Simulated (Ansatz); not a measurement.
SiSe₂ (Ibam, No. 72) was calculated with PBE-D3(BJ) (Ansatz, a quantum-chemistry and plane-wave program, plane waves, PAW).

Numerical settings: plane-wave cutoff 500 eV, 10×10×10 k mesh, Fermi–Dirac smearing 0.05 eV, scalar-relativistic PAW data made under PBE.

Cell (relaxed at this level):

```xyz
6
Lattice="-2.9281 4.7431 2.9190 2.9281 -4.7431 2.9190 2.9281 4.7431 -2.9190" Properties=species:S:1:pos:R:3 pbc="T T T"
Si     0.0000     0.0000     4.3785
Si     0.0000     0.0000     1.4595
Se     1.3045     1.1981     0.0000
Se     1.6236     3.5450     2.9190
Se     1.3045    -1.1981     2.9190
Se     1.6236     5.9413     0.0000
```

Q: Estimate the band gap that the calculation returns.

A: 
- band gap: 1.48 eV (on the SCF k mesh)

Spin–orbit coupling is not included.
